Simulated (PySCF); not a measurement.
# Frontier levels across methods

C4H5P.
Cartesian coordinates in Å at the PBE0-D3(BJ)/def2-SVP level; atoms count from 1:
```xyz
10
C4H5P angstrom
C     -0.301   -1.000    0.397
C      1.055   -0.574    0.091
C      1.162    0.734   -0.255
P     -0.481    1.461   -0.422
C     -1.231   -0.018    0.288
H     -0.536   -2.028    0.688
H      1.905   -1.261    0.136
H      2.091    1.234   -0.531
H     -0.512    2.358    0.687
H     -2.300   -0.146    0.463
```

Basis pcSseg-2 throughout (PySCF), one geometry. Geometry: PBE0-D3(BJ)/def2-SVP; no solvent, vibrations or thermal averaging.

Problem. How do the orbital energies, the gap and the dipole change with the method?

Solution. 
```
  method           kind  HOMO (eV)  LUMO (eV)  gap (eV)  μ (D)  SCF cycles
    BLYP            GGA      -5.63      -2.01      3.62   0.67          15
   B97-D            GGA      -5.73      -2.07      3.66   0.72          14
     KT3            GGA      -5.79      -2.12      3.66   0.72          15
     KT2            GGA      -5.79      -2.13      3.66   0.71          15
    OPBE            GGA      -5.81      -2.10      3.71   0.78          15
     PBE            GGA      -5.83      -2.16      3.66   0.72          15
    BP86            GGA      -5.90      -2.25      3.66   0.71          14
     LDA            LDA      -6.01      -2.34      3.67   0.70          15
   B3LYP  global hybrid      -6.60      -1.48      5.12   0.74          14
    PBE0  global hybrid      -6.83      -1.30      5.53   0.80          14
mPW1PW91  global hybrid      -6.84      -1.31      5.53   0.79          14
      HF   Hartree–Fock      -8.85       2.17     11.02   1.05          11
```

The HOMO spans 3.22 eV, from BLYP down to HF, and the gap runs from 3.62 eV (BLYP) to 11.02 eV (HF). Over the methods BLYP (0 %), B97-D (0 %), KT3 (0 %), KT2 (0 %), OPBE (0 %), PBE (0 %), BP86 (0 %), LDA (0 %), B3LYP (20 %), PBE0 (25 %), mPW1PW91 (25 %), HF (100 %), a straight line through the gap against the share of exact exchange rises by 0.74 eV for each 10 % (correlation coefficient 1.000). The dipole ranges from 0.67 D (BLYP) to 1.05 D (HF). This basis has no diffuse functions.
